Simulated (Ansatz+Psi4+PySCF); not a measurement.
Results of a calculation; reference values are marked as such.
A run of Psi4 1.11 on doublet Si₂H₆(+) at this shape:

```yaml
atoms:
  - { symbol: Si, position_ang: [0.0076, -0.0065, 1.1676] }
  - { symbol: Si, position_ang: [-0.0031, -0.0018, -1.1583] }
  - { symbol: H, position_ang: [0.0084, 1.3929, 1.6915] }
  - { symbol: H, position_ang: [-1.2046, -0.6915, 1.6777] }
  - { symbol: H, position_ang: [1.2162, -0.6939, 1.6848] }
  - { symbol: H, position_ang: [0.0068, -1.3909, -1.6930] }
  - { symbol: H, position_ang: [-1.2025, 0.7005, -1.6943] }
  - { symbol: H, position_ang: [1.2049, 0.6970, -1.6762] }
```

Its results:

```json
{
 "Converged": "yes",
 "Total energy": "-581.01000 hartree",
 "Spin squared of the determinant": "0.750"
}
```

(1) Which input gives this output? Name the method, the orbitals and the basis set, and write the input.

Answers

(1) ROHF in cc-pVTZ on H; cc-pV(T+d)Z on Si.

```
molecule {
1 2
Si 0.007640 -0.006450 1.167600
Si -0.003090 -0.001750 -1.158340
H 0.008360 1.392930 1.691490
H -1.204630 -0.691540 1.677650
H 1.216170 -0.693950 1.684810
H 0.006760 -1.390880 -1.692980
H -1.202540 0.700520 -1.694290
H 1.204950 0.697030 -1.676170
}

basis {
assign H cc-pVTZ
assign Si cc-pV(T+d)Z
}
set reference rohf
set scf_type pk
energy('scf')
```
